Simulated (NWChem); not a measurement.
System: C2H4 cation, doublet; SMILES of the neutral closed-shell parent C=C

```xyz
6

C      0.0000     0.7005     0.0000
C      0.0000    -0.7005     0.0000
H      0.9114     1.2647    -0.2104
H     -0.9114     1.2647     0.2104
H     -0.9114    -1.2647    -0.2104
H      0.9114    -1.2647     0.2104
```
Atoms are numbered in this order, from 1.

Computed with NWChem. Spin-unrestricted. Medium grid unless said otherwise, to which SCAN and Minnesota functionals are sensitive. In the optimisation the excess spin sits in b1 (D2, its own frame). Geometry: optimised at B3LYP/6-31G* (spherical d), spin-unrestricted. The spin multiplicity was typed, not searched, and may not be the lowest. No stability test was run on the SCF state. B3LYP is NWChem's, with the RPA form of VWN correlation.

Question: Among these, which level gives the lowest value of “highest occupied level (eV)”?
(A) revPBE/def2-TZVP
(B) CAM-B3LYP/def2-TZVP
(C) M06-L/def2-TZVP
(D) MN15-L/def2-TZVP

Answer: B, CAM-B3LYP/def2-TZVP. Values: CAM-B3LYP/def2-TZVP -17.89; M06-L/def2-TZVP -15.46; MN15-L/def2-TZVP -15.42; revPBE/def2-TZVP -15.30
